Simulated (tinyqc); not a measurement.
Inside a calculation. Method: coupled-perturbed Hartree-Fock on RHF in the sto-3g basis, for H3O+, spin multiplicity 1. One step of it, computed by the program tinyqc.

Task: Coupled step 1. U_ai = -(mu_ai + sum_bj [4 (ai|bj) - (ab|ij) - (aj|bi)] U_bj) / (e_a - e_i); alpha = -4 sum U_ai mu_ai.

uncoupled U, order a6, a7, a8:
$$\begin{pmatrix}
0.000777 & -0.016219 & 0.000000 & -0.000387 & -0.023459 \\
0.000002 & -0.000071 & 0.000000 & 0.174311 & -0.000054 \\
0.000000 & 0.000000 & -0.174232 & 0.000000 & 0.000000
\end{pmatrix}$$

dipole integrals <a|z|i> (bohr), order a6, a7, a8:
$$\begin{pmatrix}
-0.016214 & 0.028488 & 0.000000 & 0.000419 & 0.021363 \\
-0.000037 & 0.000138 & 0.000000 & -0.222520 & 0.000060 \\
0.000000 & 0.000000 & 0.222578 & 0.000000 & 0.000000
\end{pmatrix}$$

orbital energies (hartree): MO1 -20.820424, MO2 -1.719277, MO3 -1.044870, MO4 -1.044599, MO5 -0.873465, MO6 0.037197, MO7 0.231968, MO8 0.232611

Two-electron integrals over orbitals (pq|rs), unique and non-zero (hartree):
```
(11|11) 4.744638    (21|11) -0.430005   (21|21) 0.061630    (22|11) 1.025031
(22|21) -0.015579   (22|22) 0.722544    (31|31) 0.013829    (32|31) 0.020919
(32|32) 0.136671    (33|11) 0.853226    (33|21) -0.006423   (33|22) 0.650863
(33|33) 0.653487    (41|11) -0.000146   (41|21) 0.000017    (41|22) -0.000019
(41|33) -0.002323   (41|41) 0.013831    (42|11) 0.000045    (42|21) -0.000010
(42|22) -0.000079   (42|33) -0.033950   (42|41) 0.020917    (42|42) 0.136607
(43|31) -0.002314   (43|32) -0.033937   (43|43) 0.041457    (44|11) 0.853183
(44|21) -0.006425   (44|22) 0.650774    (44|33) 0.570466    (44|41) 0.002330
(44|42) 0.034021    (44|44) 0.653441    (51|11) -0.074371   (51|21) 0.008756
(51|22) -0.008356   (51|33) -0.002441   (51|41) 4.96e-06    (51|42) 5.07e-07
(51|44) -0.002441   (51|51) 0.026523    (52|11) 0.041708    (52|21) -0.004532
(52|22) -0.010122   (52|33) 0.003649    (52|41) 1.05e-07    (52|42) 2.07e-06
(52|44) 0.003645    (52|51) 0.031293    (52|52) 0.145945    (53|31) 0.002305
(53|32) 0.001662    (53|43) 0.004095    (53|53) 0.033805    (54|11) 0.000072
(54|21) -3.25e-06   (54|22) 0.000025    (54|33) 0.004119    (54|41) 0.002305
(54|42) 0.001657    (54|44) -0.004074   (54|51) 0.000011    (54|52) 0.000042
(54|54) 0.033806    (55|11) 1.100670    (55|21) -0.012688   (55|22) 0.744369
(55|33) 0.647771    (55|41) -3.27e-06   (55|42) 0.000025    (55|44) 0.647733
(55|51) 0.008427    (55|52) 0.058740    (55|54) 0.000059    (55|55) 0.872553
(61|11) -0.278543   (61|21) 0.040652    (61|22) -0.009157   (61|33) -0.004058
(61|41) 0.000040    (61|42) 0.000036    (61|44) -0.004050   (61|51) 0.000637
(61|52) -0.009175   (61|54) 7.01e-07    (61|55) -0.009970   (61|61) 0.027877
(62|11) 0.322404    (62|21) -0.010034   (62|22) 0.138153    (62|33) 0.095040
(62|41) 0.000023    (62|42) 0.000127    (62|44) 0.095029    (62|51) -0.009261
(62|52) -0.018132   (62|54) 0.000027    (62|55) 0.155642    (62|61) -0.004880
(62|62) 0.074942    (63|31) 0.006291    (63|32) -0.012837   (63|43) 0.026584
(63|53) 0.005671    (63|63) 0.055455    (64|11) 0.000822    (64|21) -0.000018
(64|22) 0.000404    (64|33) 0.026899    (64|41) 0.006286    (64|42) -0.012926
(64|44) -0.026313   (64|51) -1.19e-06   (64|52) 0.000047    (64|54) 0.005700
(64|55) 0.000443    (64|61) 1.16e-06    (64|62) 0.000230    (64|64) 0.055660
(65|11) -0.091657   (65|21) -0.000319   (65|22) -0.054223   (65|33) -0.030535
(65|41) 0.000008    (65|42) 0.000050    (65|44) -0.030490   (65|51) 0.016299
(65|52) 0.055365    (65|54) 0.000055    (65|55) -0.045076   (65|61) -0.003504
(65|62) -0.036121   (65|64) -0.000086   (65|65) 0.038003    (66|11) 0.635133
(66|21) -0.006880   (66|22) 0.507661    (66|33) 0.490259    (66|41) 0.000040
(66|42) 0.000349    (66|44) 0.490563    (66|51) -0.010919   (66|52) -0.038199
(66|54) -0.000048   (66|55) 0.493737    (66|61) -0.002432   (66|62) 0.045232
(66|64) -0.000104   (66|65) -0.027370   (66|66) 0.459446    (71|11) -0.000620
(71|21) 0.000095    (71|22) -0.000007   (71|33) 0.002224    (71|41) -0.015646
(71|42) -0.022419   (71|44) -0.002254   (71|51) 0.000005    (71|52) -0.000014
(71|54) -0.002630   (71|55) -0.000020   (71|61) 0.000031    (71|62) -0.000041
(71|64) -0.006763   (71|65) -0.000014   (71|66) -0.000055   (71|71) 0.017730
(72|11) 0.000780    (72|21) -0.000020   (72|22) 0.000350    (72|33) -0.010109
(72|41) -0.015050   (72|42) -0.052534   (72|44) 0.010520    (72|51) -0.000016
(72|52) -0.000012   (72|54) -0.011641   (72|55) 0.000373    (72|61) -0.000042
(72|62) 0.000083    (72|64) -0.035894   (72|65) -0.000084   (72|66) 0.000084
(72|71) 0.016289    (72|72) 0.054265    (73|31) -0.002613   (73|32) -0.037399
(73|43) 0.005353    (73|53) 0.004584    (73|63) 0.026851    (73|73) 0.033568
(74|11) -0.372079   (74|21) 0.007205    (74|22) -0.168802   (74|33) -0.131892
(74|41) 0.002636    (74|42) 0.037310    (74|44) -0.121319   (74|51) -0.000320
(74|52) -0.024213   (74|54) -0.004595   (74|55) -0.194013   (74|61) 0.004880
(74|62) -0.083366   (74|64) -0.027033   (74|65) 0.023507    (74|66) -0.038286
(74|71) -0.003069   (74|72) 0.000223    (74|74) 0.148625    (75|11) -0.000093
(75|21) -1.33e-06   (75|22) -0.000048   (75|33) 0.008417    (75|41) -0.003932
(75|42) -0.025002   (75|44) -0.008494   (75|51) 0.000037    (75|52) 0.000134
(75|54) -0.022337   (75|55) -0.000025   (75|61) -0.000017   (75|62) -0.000073
(75|64) 0.011068    (75|65) 0.000025    (75|66) -0.000125   (75|71) 0.004388
(75|72) 0.007463    (75|74) -0.009541   (75|75) 0.025452    (76|11) -0.000136
(76|21) 2.21e-06    (76|22) 0.000010    (76|33) 0.043890    (76|41) -0.012303
(76|42) -0.097942   (76|44) -0.044063   (76|51) -0.000018   (76|52) -0.000068
(76|54) 0.010739    (76|55) -0.000076   (76|61) -0.000021   (76|62) -0.000056
(76|64) 0.053336    (76|65) -0.000077   (76|66) -0.000463   (76|71) 0.013533
(76|72) 0.005308    (76|74) -0.050307   (76|75) 0.021473    (76|76) 0.122601
(77|11) 0.780397    (77|21) -0.007945   (77|22) 0.573811    (77|33) 0.513591
(77|41) 0.000473    (77|42) 0.030187    (77|44) 0.587936    (77|51) -0.001665
(77|52) 0.002846    (77|54) -0.007715   (77|55) 0.573111    (77|61) -0.004902
(77|62) 0.068293    (77|64) -0.042412   (77|65) -0.018708   (77|66) 0.475193
(77|71) -0.000471   (77|72) 0.020296    (77|74) -0.068739   (77|75) -0.009968
(77|76) -0.060675   (77|77) 0.570220    (81|31) 0.015650    (81|32) 0.022428
(81|43) -0.002226   (81|53) 0.002631    (81|63) 0.006772    (81|73) -0.003058
(81|81) 0.017741    (82|31) 0.015048    (82|32) 0.052491    (82|43) 0.010358
(82|53) 0.011643    (82|63) 0.035905    (82|73) 0.000564    (82|81) 0.016292
(82|82) 0.054268    (83|11) 0.372070    (83|21) -0.007209   (83|22) 0.168715
(83|33) 0.121270    (83|41) 0.002626    (83|42) 0.037391    (83|44) 0.131920
(83|51) 0.000321    (83|52) 0.024212    (83|54) -0.004550   (83|55) 0.193985
(83|61) -0.004870   (83|62) 0.083383    (83|64) -0.026609   (83|65) -0.023457
(83|66) 0.038647    (83|71) -0.003083   (83|72) 0.000670    (83|74) -0.083664
(83|75) -0.009604   (83|76) -0.050512   (83|77) 0.103337    (83|83) 0.148703
(84|31) 0.002633    (84|32) 0.037403    (84|43) -0.005304   (84|53) -0.004564
(84|63) -0.026735   (84|73) -0.031670   (84|81) 0.003080    (84|82) -0.000472
(84|84) 0.033472    (85|31) 0.003932    (85|32) 0.025005    (85|43) -0.008430
(85|53) 0.022342    (85|63) -0.011025   (85|73) -0.009594   (85|81) 0.004390
(85|82) 0.007461    (85|84) 0.009582    (85|85) 0.025451    (86|31) 0.012303
(86|32) 0.097875    (86|43) -0.043774   (86|53) -0.010695   (86|63) -0.052992
(86|73) -0.050481   (86|81) 0.013537    (86|82) 0.005350    (86|84) 0.050391
(86|85) 0.021419    (86|86) 0.122133    (87|31) 0.000553    (87|32) 0.030784
(87|43) -0.037408   (87|53) -0.007768   (87|63) -0.042820   (87|73) -0.017692
(87|81) 0.000545    (87|82) -0.020098   (87|84) 0.017604    (87|85) 0.010066
(87|86) 0.061105    (87|87) 0.048753    (88|11) 0.780619    (88|21) -0.007949
(88|22) 0.573960    (88|33) 0.588193    (88|41) -0.000529   (88|42) -0.030565
(88|44) 0.513468    (88|51) -0.001665   (88|52) 0.002858    (88|54) 0.007775
(88|55) 0.573223    (88|61) -0.004907   (88|62) 0.068367    (88|64) 0.042993
(88|65) -0.018774   (88|66) 0.474771    (88|71) 0.000505    (88|72) -0.019939
(88|74) -0.103518   (88|75) 0.010017    (88|76) 0.061012    (88|77) 0.473854
(88|83) 0.068532    (88|88) 0.570770
```

Give: U after step 1; polarisability.

Result:

U after step 1, order a6, a7, a8:
$$\begin{pmatrix}
0.0001 & 0.0199 & 0.0000 & -0.0003 & -0.0621 \\
0.0000 & 0.0000 & 0.0000 & 0.1562 & -0.0001 \\
0.0000 & 0.0000 & -0.1562 & 0.0000 & 0.0000
\end{pmatrix}$$

polarisability = 0.2811 bohr^3
